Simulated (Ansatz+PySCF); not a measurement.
**doublet CH3Cl(+): levels of theory in one basis**

```xyz
5

C    -0.0498    0.0000   -0.1421
Cl   -0.0546    0.0000    1.5499
H    -0.4704   -0.9361   -0.5120
H     1.0453    0.0000   -0.3838
H    -0.4704    0.9361   -0.5120
```

Basis set: cc-pVTZ on H, C; cc-pV(T+d)Z on Cl (spherical functions). Left uncorrelated: 6 orbitals. Correlation on ROHF uses semicanonical orbitals with singles. Charge 1, multiplicity 2.

Computed with Ansatz (development build ahead of 0.2.0); each method stands on the lowest determinant of its kind that the runs found.

```csv
method,E − E(ROHF) (eV),<S²> of the determinant
ROHF,0.00,0.75
UHF,-0.17,0.76
ROHF-MP2,-9.33,–
UHF-MP2,-9.30,0.76
```

Q: What does ROHF-CCSD(T) give on the same scale?

A: -10.70 eV.

Q: Is a single determinant a sound starting point here?

A: By this sign, yes. Unrestricted orbitals gain 0.17 eV and <S²> is 0.76 against 0.75 for a pure state.

Caution for ROHF-MP2, UHF-MP2: MP2 on this radical cation hangs on the determinant chosen.
